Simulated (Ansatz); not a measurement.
Working through an active-space calculation of AlH₅Si, SMILES [AlH2][SiH3]

With Ansatz 0.2.0 through its Python package.

Run as a notebook:

```python
import ansatz as az
```

```python
BASIS_SET = "cc-pVDZ"
```

```python
geometry_ang = [
    ("Al", (-0.2945, -1.3363, 0.0898)),
    ("Si", (0.2481, 0.9856, -0.0673)),
    ("H", (0.6911, -2.3615, 0.578)),
    ("H", (-1.7375, -1.75, -0.3419)),
    ("H", (0.1157, 1.436, -1.4757)),
    ("H", (-0.6342, 1.797, 0.7978)),
    ("H", (1.6725, 1.1611, 0.3737)),
]
system = az.Crystal.molecule()
for symbol, xyz in geometry_ang:
    system = system.atom(symbol, xyz)
```

```python
calculation = system.calculation().basis(gaussian=BASIS_SET).correlation(active_electrons=4, active_orbitals=4)
for method in ["sc_nevpt2"]:
    rep = (calculation if method is None else calculation.correlation(method)).run(threads=1, pin="off").report
    space = rep["configurations"]
    state = space["states"][0]
    print(method or "casscf", f"total {rep['free_energy_ev'] / 27.211386246:.6f} Ha, active-space state {state['energy']['hartree']:.6f} Ha, mean field {rep['reference_energy_ev'] / 27.211386246:.6f} Ha")
    print("  determinants", state["n_determinants"], " natural occupations", [round(n, 3) for n in space["natural_occupations"]])
print("effectively unpaired electrons, sum of min(n, 2 - n):", round(sum(min(n, 2 - n) for n in space["natural_occupations"]), 3))
```

    sc_nevpt2 total -533.898076 Ha, active-space state -533.752528 Ha, mean field -533.725351 Ha
      determinants 36  natural occupations [1.982, 1.978, 0.023, 0.017]
    effectively unpaired electrons, sum of min(n, 2 - n): 0.08

What to keep in mind:
- Total energies depend on the basis set; only differences at equal settings carry meaning.
- The geometry is a force-field or estimated start, not a minimum of this method, and the basis set is short of its limit. The active space starts as a window about the frontier orbitals and is then optimised, not chosen by chemistry.
- Finished in 2.6 s on 1 thread of Arm Neoverse V1 (shared host), peak memory 0.17 GiB.

(Lines on the test bed's own set-up are left out of the output.)
